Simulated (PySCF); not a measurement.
**BS₂: structure of the doublet**

Aim: relax BS₂ as a doublet from a side-on start, check by its vibrations whether the end is a minimum, and collect its spectrum and constants.

Computed with PySCF 2.14.0. Level: PBE0, basis B def2-TZVP, S def2-TZVP, no relativity, density fitting.

### Step 1. The system as given

3 atoms, charge 0, spin multiplicity 2.

Bond lengths: B1–S2 1.936 Å, B1–S3 1.936 Å, S2–S3 2.040 Å. Angles: S2–B1–S3 63.6°, B1–S2–S3 58.2°, B1–S3–S2 58.2°.

```xyz
3
charge 0 multiplicity 2
B     0.0000    0.0000    0.0000
S     1.0200    0.0000    1.6460
S    -1.0200    0.0000    1.6460
```

### Step 2. The SCF at the typed geometry

The steps below are one call of a driver around PySCF. For each, scf.py gives the equivalent set-up of the SCF; relaxations use the driver's own optimiser. After this first run the driver tries any further starts and a stability analysis.

File scf.py:

```python
from pyscf import gto, scf, dft
mol = gto.M(atom='''
B      0.000000     0.000000     0.000000
S      1.020000     0.000000     1.646000
S     -1.020000     0.000000     1.646000''',
    basis={'B': 'def2-TZVP', 'S': 'def2-TZVP'},
    charge=0, spin=1)
mf = dft.UKS(mol, xc='PBE0')
mf.grids.atom_grid = (50, 194)
aux = {'B': 'def2-universal-JKFIT', 'S': 'def2-universal-JKFIT'}
mf = mf.density_fit(auxbasis=aux)
mf.conv_tol = 1e-08
mf.diis_space = 10
mf.max_cycle = 60
mf.init_guess = 'minao'
mf.verbose = 4
mf.kernel()
```

Launch:

```
> OMP_NUM_THREADS=2 python axn.py task.json out
```

What it wrote:

```text
init E= -821.184380381532
[... the frontier-level lines of each cycle are left out ...]
cycle= 1 E= -820.827248665621  delta_E= 0.357  |g|= 0.205  |ddm|= 1.27
cycle= 2 E= -820.526725742538  delta_E= 0.301  |g|= 0.687  |ddm|= 1.09
cycle= 3 E= -820.863698393378  delta_E= -0.337  |g|= 0.0546  |ddm|= 0.992
cycle= 4 E= -820.866057059255  delta_E= -0.00236  |g|= 0.0212  |ddm|= 0.0719
cycle= 5 E= -820.866436322015  delta_E= -0.000379  |g|= 0.0103  |ddm|= 0.031
cycle= 6 E= -820.866518808945  delta_E= -8.25e-05  |g|= 0.00197  |ddm|= 0.0122
cycle= 7 E= -820.866525094531  delta_E= -6.29e-06  |g|= 0.00084  |ddm|= 0.00376
cycle= 8 E= -820.86652622923  delta_E= -1.13e-06  |g|= 0.000331  |ddm|= 0.00157
cycle= 9 E= -820.86652657893  delta_E= -3.5e-07  |g|= 8.01e-05  |ddm|= 0.00119
cycle= 10 E= -820.866526599986  delta_E= -2.11e-08  |g|= 2.88e-05  |ddm|= 0.000278
cycle= 11 E= -820.866526602124  delta_E= -2.14e-09  |g|= 6.5e-06  |ddm|= 0.0001
Extra cycle  E= -820.866526602187  delta_E= -6.25e-11  |g|= 4.76e-06  |ddm|= 1.29e-05
converged SCF energy = -820.866526602187  <S^2> = 0.75603442  2S+1 = 2.0060253
```

This step, with its further starts and checks, ran for 6.3 s (2 threads of AMD EPYC 9R45 (Zen 5), shared host).

Energies from each starting density:

```tsv
start	energy (Eh)
the minimal-basis guess	-820.866527
a thermally smeared density	-820.866527
a smeared PBE density	-820.866527
```

The test of internal stability and the other starts found no lower solution of this spin.

### Step 3. Relaxing the doublet from the side-on start

The program finds C2v symmetry in the start, which this walk keeps.

Changes to scf.py since step 2:

```diff
@@ -3,3 +3,3 @@
-B      0.000000     0.000000     0.000000
-S      1.020000     0.000000     1.646000
-S     -1.020000     0.000000     1.646000''',
+B      0.000000     0.000000    -1.404232
+S      1.020000     0.000000     0.241768
+S     -1.020000     0.000000     0.241768''',
@@ -15 +14,0 @@
-mf.init_guess = 'minao'
```

Energy and gradient, step by step:

```tsv
step	energy (Eh)	change (kJ/mol)	largest symmetric gradient (Eh/bohr)
0	-820.866527	0.00	0.09504
1	-820.892601	-68.46	0.03311
2	-820.894644	-73.82	0.01243
3	-820.894921	-74.55	0.00123
4	-820.894929	-74.57	0.00042
5	-820.894930	-74.57	0.00000
```

The walk took 5 s.

After 5 steps and 74.6 kJ/mol it ends at C2v: B–S 1.760 Å (×2), S–S 2.183 Å; B–S–S 51.7° (×2), S–B–S 76.7°.

### Step 4. Frequencies

The point is checked on the finer grid, and tightened if its gradient asks for it. The Hessian and the dipole derivatives come from central differences of analytic gradients, with steps of 0.02 bohr.

Changes to scf.py since step 3:

```diff
@@ -3,3 +3,3 @@
-B      0.000000     0.000000    -1.404232
-S      1.020000     0.000000     0.241768
-S     -1.020000     0.000000     0.241768''',
+B     -0.000000     0.000000    -1.177715
+S      1.091285     0.000000     0.202768
+S     -1.091285     0.000000     0.202768''',
@@ -9 +9 @@
-mf.grids.atom_grid = (50, 194)
+mf.grids.atom_grid = (75, 302)
@@ -12 +12 @@
-mf.conv_tol = 1e-08
+mf.conv_tol = 1e-10
```

This SCF starts from the last density.

Log of the central SCF (cycles and frontier levels):

```text
init E= -820.89494237083
[... the frontier-level lines of each cycle are left out ...]
cycle= 1 E= -820.894942370832  delta_E= -2.39e-12  |g|= 1.16e-06  |ddm|= 1.56e-06
Extra cycle  E= -820.89494237083  delta_E= 2.27e-12  |g|= 1.76e-06  |ddm|= 2.22e-06
converged SCF energy = -820.89494237083  <S^2> = 0.75453584  2S+1 = 2.0045307
```

The whole step took 14 s.

Geometry: C2v; B–S 1.760 Å (×2), S–S 2.183 Å; B–S–S 51.7° (×2), S–B–S 76.7°.

Modes, for the most abundant isotopes:

```csv
symmetry,ω (cm⁻¹),IR (km/mol)
a1,449,1.9
b2,690,68.2
a1,962,26.1
```

Every mode is real; the point is a minimum.

Properties at this point:

* Dipole moment: 0.26 D
* Highest occupied level: -6.84 eV
* Lowest empty level: -3.01 eV
* Rotational constants: 0.9418, 0.2214, 0.1792 cm⁻¹
* Zero-point energy: 12.6 kJ/mol
* Principal polarisabilities: 33.9, 45.2, 60.6 bohr³
* Atomisation energy without zero-point energy: 864 kJ/mol
* Principal traceless quadrupole moments about the centre of mass: -2.26, 0.33, 1.93 D Å
* Entropy at 298.15 K and 1 bar (electronic part: spin only): 265.2 J/(mol K)
* Heat capacity Cp at 298.15 K: 44.3 J/(mol K)
* Enthalpy at 298.15 K above 0 K: 11.03 kJ/mol
* Rotational symmetry number: 2
* Spin squared ⟨S²⟩: 0.755

Populations by atom (charges in e):

```tsv
atom	Mulliken	Löwdin	polar tensor	spin (Mulliken)	Mayer order to B1
B1	0.10	-1.02	0.43	0.92	–
S2,3	-0.05	0.51	-0.22	0.04	1.32
```

Outer orbital energies (eV). α occupied: -23.49, -18.42, -13.32, -11.01, -10.36, -9.60, -7.54, -6.84; empty: -2.62, -1.83, 1.52, 1.74. β occupied: -162.45, -23.36, -18.32, -12.89, -10.58, -10.27, -9.37, -6.85; empty: -3.01, -2.47, -1.02, 1.97.

Mulliken populations on B1: s 3.16, p 1.59, d 0.13, f 0.01.

### Step 5. Results

| quantity | value |
| --- | --- |
| minimum | doublet, C2v |
| geometry | B–S 1.760 Å (×2), S–S 2.183 Å; B–S–S 51.7° (×2), S–B–S 76.7° |
| wavenumbers (cm⁻¹) | 449 (a1), 690 (b2), 962 (a1) |
| dipole moment | 0.26 D |
| highest occupied, lowest empty level (either spin) | -6.84, -3.01 eV |
| polar-tensor charge of B1 | +0.43 e |
| zero-point energy | 12.6 kJ/mol |
| entropy at 298.15 K | 265.2 J/(mol K) |
| atomisation energy (no zero-point energy) | 864 kJ/mol |
| ⟨S²⟩ | 0.755 |

What this shows: The side-on start keeps its C2v symmetry and ends in a minimum. In the infrared the band at 690 cm⁻¹ (b2) leads. Most of the spin sits on B1 (Mulliken spin 0.92, against 1 for the whole molecule). Other starts or spin states, not run here, may lie lower.

The search up to here took 25 s.
